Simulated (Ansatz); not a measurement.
Run this with the Ansatz DFT code, driven from Python and show what comes out.

Script `alh3s2_scan.py`:
```python
"""Stretching a bond of AlH3S2, the rest held rigid."""

import ansatz as az
from ase import Atoms
import numpy as np

atoms = Atoms(["S", "Al", "S", "H", "H", "H"], positions=[
    (-1.2796, -1.2028, -1.1768),
    (0.4636, 0.0394, -0.5001),
    (1.3821, -0.3922, 1.4995),
    (-2.15, -0.2442, -0.5903),
    (1.0569, 1.1967, -1.442),
    (0.569, 0.539, 2.1635),
])
mol = az.Crystal.molecule_from_ase(atoms)

symbols = [site.symbol for site in mol.cartesian_sites]
start = np.array([site.position_ang for site in mol.cartesian_sites])
axis = (start[4] - start[1]) / np.linalg.norm(start[4] - start[1])
moving = [4]
lengths, energies = [1.413, 1.477, 1.542, 1.606, 1.67, 1.734, 1.798, 1.895], []
for length in lengths:
    xyz = start.copy()
    xyz[moving] += (length - np.linalg.norm(start[4] - start[1])) * axis
    point = az.Crystal.molecule()
    for symbol, place in zip(symbols, xyz):
        point = point.atom(symbol, place.tolist())
    calc = (
        point.calculation()
        .basis(gaussian="def2-SVP")  # atom-centred Gaussian functions
        .functional("hf")
    )
    r = calc.run(threads=1, backend="cpu").report
    energies.append(r["free_energy_ev"])
    print(f"r = {length:6.3f} A  E = {energies[-1]:.5f} eV  <S^2> = {abs(r['mean_field']['state']['spin_squared']):.3f}")

# quartic fit about the minimum
fit = np.polynomial.Polynomial.fit(lengths, np.array(energies) - min(energies), 4).convert()
roots = [r.real for r in fit.deriv().roots() if abs(r.imag) < 1e-9 and fit.deriv(2)(r.real) > 0]
r_e = min(roots, key=lambda r: abs(r - lengths[int(np.argmin(energies))]))
print(f"minimum of the fit at {r_e:.4f} A, force constant {fit.deriv(2)(r_e):.2f} eV/A^2")
```

```console
$ python alh3s2_scan.py
r =  1.413 A  E = -28257.87929 eV  <S^2> = 0.000
r =  1.477 A  E = -28258.03125 eV  <S^2> = 0.000
r =  1.542 A  E = -28258.09465 eV  <S^2> = 0.000
r =  1.606 A  E = -28258.08688 eV  <S^2> = 0.000
r =  1.670 A  E = -28258.02499 eV  <S^2> = 0.000
r =  1.734 A  E = -28257.92138 eV  <S^2> = 0.000
r =  1.798 A  E = -28257.78598 eV  <S^2> = 0.000
r =  1.895 A  E = -28257.53726 eV  <S^2> = 0.000
minimum of the fit at 1.5654 A, force constant 15.54 eV/A^2
```

Reading the output:
- Total energies depend on the basis set; only differences at equal settings carry meaning.
- The rest of the molecule is held rigid at a force-field or estimated start geometry, and the basis set is modest; single-reference methods fail as a bond breaks.
- Hartree-Fock leaves correlation out, so bond, atomisation and ionisation energies come out well too low.
- The orbitals are restricted, so S² is zero by construction.
- The whole script took 4.8 s on 1 thread of Intel(R) Xeon(R) Processor @ 2.30GHz (shared host), peak memory 0.22 GiB.
